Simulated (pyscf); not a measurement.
Single points on ωB97X-D3(BJ)/def2-SVP structures (PySCF, gas phase). Correlated levels are frozen-core, on RHF or UHF. ΔMP2 is the change of the MP2 total energy from the triple- to the quadruple-zeta basis.

What is the homolytic dissociation enthalpy (298 K, CCSD(T)/def2-TZVPP + ΔMP2(QZVPP)) of the Al–F bond of H₂N–Al(F)–Cl (SMILES [NH2][Al]([F])[Cl]), to [H₂N–Al–Cl]• + F•?

Al–F to [H₂N–Al–Cl]• + F•: 6.83 eV. The radicals are drawn with the spin at the cut bond; how far it spreads was not checked. Other isomers of [H₂N–Al–Cl]• were not searched in full and may lie lower. The CCSD(T) − MP2 part came from Ansatz, without density fitting, on the same reference. Left out: the spin-orbit lowering of F.
